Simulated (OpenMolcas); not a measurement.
**[CF3]+ (SMILES F[C+](F)F): levels of theory compared**

Wanted: a comparison of 6 runs (HF/def2-SVPD, B3LYP/def2-SVPD, M06-L/def2-SVPD, SVWN5/def2-SVPD, r2SCAN/def2-SVPD, revPBE/def2-SVPD) of [CF3]+. 

The results are computed with OpenMolcas 26.06.

## Step 1: Starting point

[CF3]+ has 4 atoms, charge +1, and is taken as a singlet. As SMILES, `F[C+](F)F`. The shape is that of a PBE0-D4/def2-TZVP optimisation.

Bond lengths: F1–C2 1.230 Å, C2–F3 1.230 Å, C2–F4 1.230 Å. Angles: F1–C2–F3 120.0°, F1–C2–F4 120.0°, F3–C2–F4 120.0°.

## Step 2: Energy and gradient at HF/def2-SVPD (run 1)

test.input

```
&GATEWAY
  BASLIB = $CurrDir
  COORD
  4
  bohr
  F      1.32016267    -0.21656261     1.89993065
  C      0.00000000     0.00000000     0.00000000
  F     -1.15178807    -1.83945941    -0.83034566
  F     -0.16818563     2.05602202    -1.06958499
  BASIS = def2-SVPD
  GROUP = NoSym

&SEWARD

&SCF
  CHARGE = 1
  THRESHOLDS = 1e-10 1e-07 1e-07 1e-05
  PRORBITALS = 1 1

&ALASKA
```

The basis set def2-SVPD is read from a file made from the Basis Set Exchange's data (not shown).

Launch:

```console
$ export MOLCAS_MEM=1860
$ pymolcas test.input > test.log
```

Output:

```text
--- Start Module: gateway ---
[...]
--- Stop Module: gateway /rc=_RC_ALL_IS_WELL_ ---
[...]
      Basis functions           89
[...]
--- Start Module: scf ---
[...]
       Convergence after  14 Iterations
[...]
::    Total SCF energy                               -335.5514946762
[...]
      Total spin, S                                     0.0000000000
[...]
      Total electronic charge=   32.000000
      Total            charge=    1.000000
[...]
      Dipole Moment (debye):
      Origin of the operator (angstrom)=    0.0000    0.0000    0.0000
                   X= -1.5799E-04               Y=  3.2633E-05               Z=  9.9263E-06           Total=  1.6163E-04
      Center of Charge (angstrom)
[...]
--- Stop Module: scf /rc=_RC_ALL_IS_WELL_ ---
[...]
--- Start Module: alaska ---
[...]
 *              Molecular gradients               *
 **************************************************
  Irreducible representation: a
 ------------------------------------------------------------------------------------------
                              X                       Y                       Z
 ------------------------------------------------------------------------------------------
  F1                2.00425729995839E-02   -3.27826349049198E-03    2.88327443661629E-02
  C2               -9.39504641095097E-06    1.23871866736149E-05    9.70182206380514E-06
  F3               -1.74949796077577E-02   -2.79577949225640E-02   -1.26132265636283E-02
  F4               -2.53819834541980E-03    3.12236712263960E-02   -1.62292196245595E-02
 ------------------------------------------------------------------------------------------
--- Stop Module: alaska /rc=_RC_ALL_IS_WELL_ ---
[...]
```

Run time: 12 s. Hardware: 1 thread of Intel Xeon Platinum 8259CL at 2.50GHz (Skylake/Cascade Lake), shared host; peak memory 0.49 GiB.

## Step 3: Energy and forces at B3LYP/def2-SVPD (run 2)

job.inp

```
&GATEWAY
BasLib
$CurrDir
Coord
4
angstrom
F        0.698600      -0.114600       1.005400
C        0.000000       0.000000       0.000000
F       -0.609500      -0.973400      -0.439400
F       -0.089000       1.088000      -0.566000
Basis
def2-SVPD
Group
NoSym
&SEWARD
GridInput
Grid=UltraFine
End of Grid
&SCF
Charge
1
KSDFT
B3LYP
Thresholds
1e-10 1e-07 1e-07 1e-05
PrOrbitals
0
&ALASKA
```

The basis set def2-SVPD is read from a file made from the Basis Set Exchange's data (not shown).

Launch:

```console
$ export MOLCAS_MEM=1860
$ pymolcas job.inp > job.log
```

Output:

```text
--- Start Module: gateway ---
[...]
--- Stop Module: gateway /rc=_RC_ALL_IS_WELL_ ---
[...]
      Basis functions           89
[...]
--- Start Module: scf ---
[...]
       Convergence after  15 Iterations
[...]
::    Total KS-DFT energy                            -336.9870886425
[...]
      Total spin, S                                     0.0000000000
[...]
      Total electronic charge=   32.000000
      Total            charge=    1.000000
[...]
      Dipole Moment (debye):
      Origin of the operator (angstrom)=    0.0000   -0.0000    0.0000
                   X= -1.2104E-04               Y=  2.9082E-05               Z=  3.8003E-06           Total=  1.2454E-04
      Center of Charge (angstrom)
[...]
--- Stop Module: scf /rc=_RC_ALL_IS_WELL_ ---
[...]
--- Start Module: alaska ---
[...]
 *              Molecular gradients               *
 **************************************************
  Irreducible representation: a
 ------------------------------------------------------------------------------------------
                              X                       Y                       Z
 ------------------------------------------------------------------------------------------
  F1               -5.30983965535015E-03    8.80136152385802E-04   -7.65258051625750E-03
  C2               -3.65029317393587E-06    1.29603087460887E-05    1.00790462141951E-05
  F3                4.62188283726128E-03    7.36587604211891E-03    3.33117940570382E-03
  F4                6.91607111278580E-04   -8.25897250329533E-03    4.31132206438356E-03
 ------------------------------------------------------------------------------------------
--- Stop Module: alaska /rc=_RC_ALL_IS_WELL_ ---
[...]
```

It took 29 s on 1 thread of Intel Xeon Platinum 8259CL at 2.50GHz (Skylake/Cascade Lake), shared host; peak memory 0.49 GiB.

Runs 3 to 5 aren't shown in full; the table further down has their settings and results.

## Step 4: Energy and forces at revPBE/def2-SVPD (run 6)

calc.inp

```
&GATEWAY
 BasLib = $CurrDir
 Coord
 4
 angstrom
 F        0.698600      -0.114600       1.005400
 C        0.000000       0.000000       0.000000
 F       -0.609500      -0.973400      -0.439400
 F       -0.089000       1.088000      -0.566000
 Basis = def2-SVPD
 Group = NoSym

&SEWARD
 GridInput
 Grid=UltraFine
 End of Grid

&SCF
 Charge = 1
 KSDFT = revPBE
 Thresholds = 1e-10 1e-07 1e-07 1e-05
 PrOrbitals = 0

&ALASKA
```

The basis set def2-SVPD is read from a file made from the Basis Set Exchange's data (not shown).

Launch:

```console
$ export MOLCAS_MEM=1860
$ pymolcas calc.inp > calc.log
```

Output:

```text
--- Start Module: gateway ---
[...]
--- Stop Module: gateway /rc=_RC_ALL_IS_WELL_ ---
[...]
      Basis functions           89
[...]
--- Start Module: scf ---
[...]
       Convergence after  17 Iterations
[...]
::    Total KS-DFT energy                            -336.8943110053
[...]
      Total spin, S                                     0.0000000000
[...]
      Total electronic charge=   32.000000
      Total            charge=    1.000000
[...]
      Dipole Moment (debye):
      Origin of the operator (angstrom)=    0.0000   -0.0000    0.0000
                   X= -1.0739E-04               Y=  2.8110E-05               Z=  1.7109E-06           Total=  1.1102E-04
      Center of Charge (angstrom)
[...]
--- Stop Module: scf /rc=_RC_ALL_IS_WELL_ ---
[...]
--- Start Module: alaska ---
[...]
 *              Molecular gradients               *
 **************************************************
  Irreducible representation: a
 ------------------------------------------------------------------------------------------
                              X                       Y                       Z
 ------------------------------------------------------------------------------------------
  F1               -1.76668114072793E-02    2.90748516186579E-03   -2.54362779826991E-02
  C2               -2.43722646307235E-06    1.27887907527867E-05    9.00204159815930E-06
  F3                1.54026848168396E-02    2.45825050818453E-02    1.11037228389002E-02
  F4                2.26656381687285E-03   -2.75027790344353E-02    1.43235531022157E-02
 ------------------------------------------------------------------------------------------
--- Stop Module: alaska /rc=_RC_ALL_IS_WELL_ ---
[...]
```

It took 32 s on 1 thread of Intel Xeon Platinum 8259CL at 2.50GHz (Skylake/Cascade Lake), shared host; peak memory 0.49 GiB.

## Step 5: Overview of the runs

```csv
run,level,integration grid,energy (Eh),HOMO energy (eV),LUMO energy (eV),HOMO–LUMO gap (eV),wall time
1,HF/def2-SVPD,–,-335.551495,-28.13,-5.69,22.43,12 s
2,B3LYP/def2-SVPD,UltraFine,-336.987089,-21.59,-11.00,10.59,29 s
3,M06-L/def2-SVPD,UltraFine,-336.952531,-20.22,-11.51,8.71,41 s
4,SVWN5/def2-SVPD,UltraFine,-334.781060,-19.79,-12.16,7.64,23 s
5,r2SCAN/def2-SVPD,UltraFine,-336.847529,-20.20,-11.49,8.71,38 s
6,revPBE/def2-SVPD,UltraFine,-336.894311,-19.49,-11.67,7.81,32 s
```

## Step 6: What came out

```
                       quantity          value
            run 6: total energy  -336.89431 Eh
             run 6: HOMO energy      -19.49 eV
             run 6: LUMO energy      -11.67 eV
           run 6: HOMO–LUMO gap        7.81 eV
run 6: largest force on an atom     1.600 eV/Å
```

What this shows: The HOMO–LUMO gap runs from 7.64 eV (SVWN5/def2-SVPD) to 22.43 eV (HF/def2-SVPD). Exact exchange widens orbital gaps. Totals of different functionals can't be ranked against each other. All runs together took 2.9 min, the longest 41 s.
